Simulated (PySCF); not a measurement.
Species: methacrylonitrile, C4H5N.
SMILES: `C=C(C)C#N`

The closed-shell ground state was solved at several levels (PySCF, density fitting, gas phase, non-relativistic). Isolated species at its PBE0-D3(BJ)/def2-SVP geometry, gas phase.

```
            level  basis functions  HOMO (eV)  LUMO (eV)  gap (eV)  dipole (D)
    PBE0/pcSseg-1              110      -8.08      -1.41      6.67        4.02
wB97X-D/def2-SVPD              140      -9.92       0.32     10.24        4.12
   B97-2/pcSseg-2              250      -7.82      -1.54      6.28        4.08
```

**Question.** Estimate the row for B3LYP/pcJ-1, a basis of 185 functions; the other rows only guide the guess.

**Answer.** HOMO -7.84 eV, LUMO -1.61 eV, gap 6.23 eV, dipole 4.00 D.

**Question.** Over all these levels, which gives the widest orbital gap and which the narrowest?

**Answer.** wB97X-D/def2-SVPD (range-separated hybrid) has the widest, 10.24 eV, and B3LYP/pcJ-1 (global hybrid, 20 % exact exchange) the narrowest, 6.23 eV. Functional and basis both differ between the two, so the spread mixes both effects.

**Question.** How far do the dipole and the HOMO energy spread over the levels?

**Answer.** The dipole runs from 4.00 to 4.12 D (mean 4.05 D) and the HOMO from -9.92 to -7.82 eV.
